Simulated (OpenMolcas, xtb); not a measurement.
# How methods differ on C2H6B (SMILES [BH]CC)

The species is C2H6B (9 atoms), meant as a doublet with charge 0. As SMILES, `[BH]CC`. The shape is that of a PBE0-D4/def2-TZVP optimisation. This is one conformer, not always the lowest.

```xyz
9

B    -1.4153    0.5173   -0.6236
C     0.0775    0.3469   -0.3006
C     0.5047   -0.7315    0.6886
H    -1.9156    1.3072   -1.3703
H     0.5807    0.2110   -1.2732
H     0.4286    1.3412    0.0245
H     1.5883   -0.7462    0.8288
H     0.1973   -1.7210    0.3441
H     0.0422   -0.5710    1.6646
```

Quantity: the vertical electron affinity (to the singlet anion), in eV. The values are calculated.

The electron affinity is E(neutral) − E(anion): positive where the electron is bound.

```
           level            kind     program  value (eV)  CPU time (all runs)
        GFN1-xTB  semi-empirical         xtb        4.81            under 2 s
   UHF/def2-SVPD    Hartree–Fock  OpenMolcas       -1.68                 31 s
USVWN5/def2-SVPD             LDA  OpenMolcas       -0.04                 99 s
  UPBE/def2-SVPD             GGA  OpenMolcas       -0.29              2.8 min
UM06-L/def2-SVPD        meta-GGA  OpenMolcas       -0.56              3.3 min
UB3LYP/def2-SVPD   global hybrid  OpenMolcas       -0.29              2.4 min
```

Where it was recorded, the anion's HOMO is positive in UHF/def2-SVPD, USVWN5/def2-SVPD, UPBE/def2-SVPD, UM06-L/def2-SVPD, UB3LYP/def2-SVPD: a fault of the level (basis or self-interaction), which says nothing on whether the real anion is bound. The values span -1.68 to 4.81 eV. The xTB values lack the empirical shift that such differences need. Negative values mean that the anion is unbound at that level; they are set by how diffuse the basis is and aren't properties of the molecule, whose anion may well be bound. CPU times are rough (shared hosts, several kinds of processor and program).
